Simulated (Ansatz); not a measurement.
Basis sets compared for Si(OH)2H2 (SiO₂H₄). Total charge 0; singlet. Geometry PBE-D4/def2-TZVP. Ansatz on 2 threads of Intel Xeon on a shared host; times are rough, and most runs start from earlier orbitals.

Cartesian coordinates in Å:
```
Si 0.2280 -0.0336 0.3657
O 0.4075 1.2847 -0.6281
H 0.7017 1.1092 -1.5339
O -1.3291 -0.5902 0.4793
H -1.6890 -1.0631 -0.2859
H 0.5565 0.4180 1.7408
H 1.1244 -1.1251 -0.1379
```

Binding counts from free atoms (Si triplet, O triplet, H doublet) in the same basis, without a counterpoise term.

| level | functions | energy (Eh) | HOMO (eV) | LUMO (eV) | binding per atom (eV) | wall time |
| --- | --- | --- | --- | --- | --- | --- |
| HF/STO-3G | 23 | -435.6238 | -9.20 | 12.71 | 2.65 | 0.2 s |
| HF/def2-TZVP | 123 | -441.1647 | -12.60 | 3.11 | 2.66 | 1.1 s |
| PBE-D4/def2-SVP | 66 | -441.8953 | -7.03 | 0.12 | 3.68 | 0.96 s |
| PBE-D4/def2-TZVP (with forces) | 123 | -442.2018 | -7.34 | -0.56 | 3.74 | 1.6 s |
| r2SCAN-D4/def2-TZVP | 123 | -442.4150 | -7.72 | 0.04 | 3.72 | 2.7 s |
| PBE0-D4/def2-SVP | 66 | -441.9279 | -8.68 | 1.06 | 3.60 | 0.81 s |
| PBE0-D4/def2-TZVP | 123 | -442.2312 | -8.89 | 0.32 | 3.66 | 2.2 s |

(1) Estimate the rows for PBE-D4/def2-TZVPD, r2SCAN-D4/def2-TZVPD, PBE0-D4/def2-TZVPD.

## Answers

(1) 
```
               level  functions  energy (Eh)  HOMO (eV)  LUMO (eV)  binding per atom (eV)  wall time
   PBE-D4/def2-TZVPD        159    -442.2054      -7.43      -1.04                   3.74      2.3 s
r2SCAN-D4/def2-TZVPD        159    -442.4177      -7.78      -0.41                   3.72      3.2 s
  PBE0-D4/def2-TZVPD        159    -442.2342      -8.94      -0.32                   3.66      2.5 s
```
